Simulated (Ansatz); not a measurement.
Results of PBE0 (Ansatz, a program for electronic structure, PAW) for CsYCdSe3 (Cmcm, No. 63).

Numerical settings: plane-wave cutoff 460 eV, 6×6×2 k mesh (along the axes of the cell as run), Fermi–Dirac smearing 0.01 eV, scalar-relativistic PAW data made under PBE.

Cell (measured lattice):

```xyz
12
Lattice="2.1193 -7.9095 0.0000 2.1193 7.9095 0.0000 0.0000 0.0000 11.0639" Properties=species:S:1:pos:R:3 pbc="T T T"
Cs     2.1193     3.8344     2.7660
Cs     2.1193    -3.8344     8.2979
Y      0.0000     0.0000     0.0000
Y      0.0000     0.0000     5.5320
Cd     2.1193    -0.6698     2.7660
Cd     2.1193     0.6698     8.2979
Se     2.1193    -1.9043     0.4986
Se     2.1193     1.9043     6.0306
Se     2.1193     1.9043    10.5653
Se     2.1193    -1.9043     5.0333
Se     2.1193    -6.9729     2.7660
Se     2.1193     6.9729     8.2979
```

**Question.** Give the computed band gap.

**Answer.** 
band gap: 3.83 eV (on the SCF k mesh)

Note: cell and atoms aren't relaxed at this level (largest force component 0.08 eV/Å, pressure 1.2 GPa).

Spin–orbit coupling is not included.

Static lattice: no zero-point or thermal effects.

The result took roughly 40 core-minutes.
